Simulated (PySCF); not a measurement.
## Potential energy of LiN along the bond

Set-up: basis Li jorge-DZP-DKH, N jorge-DZP-DKH; spin-free X2C with a Gaussian nucleus; PySCF 2.14. Energies in eV from Li + N in their ground configurations at the same level. State: ³Σ⁻ (triplet), unpaired electrons π ↑↑.

All columns are PBE0. A positive dipole means Li(−)N(+).

```
R (Å)  E (eV)  μ (D)  Mulliken charge on Li (basis-dependent)  HOMO (eV)  LUMO (eV)  Mayer bond order  ⟨S²⟩
1.652  -1.074  -6.44                                     0.55      -4.36      -1.32              0.82  2.00
1.729  -1.270  -6.54                                     0.53      -4.34      -1.32              0.85  2.01
1.806  -1.379  -6.62                                     0.51      -4.31      -1.33              0.88  2.01
1.863  -1.418  -6.67                                     0.50      -4.28      -1.39              0.89  2.01
1.921  -1.428  -6.70                                     0.49      -4.25      -1.46              0.90  2.02
1.979  -1.416  -6.72                                     0.47      -4.21      -1.52              0.91  2.02
2.055  -1.374  -6.70                                     0.45      -4.17      -1.58              0.92  2.04
2.151  -1.293  -6.58                                     0.43      -4.12      -1.67              0.93  2.07
2.267  -1.174  -6.25                                     0.39      -4.09      -1.80              0.91  2.12
2.421  -1.004  -5.62                                     0.34      -4.09      -1.92              0.86  2.23
```

A fit through these points gives, at Re = 1.916 Å, μ = -6.70 D and dμ/dR = -0.447 D/Å; the reduced mass is 4.674 u.

Task: How strong is the fundamental in the double-harmonic approximation, I = 42.26·(dμ/dR)²/μred km/mol?

Result: I = 42.26·(-0.447)²/4.674 = 1.81 km/mol at PBE0.

⟨S²⟩ of the unrestricted solution departs from its pure value on part of the curve, where spin states mix. The state was picked by a PBE0 search and need not be the measured ground state.
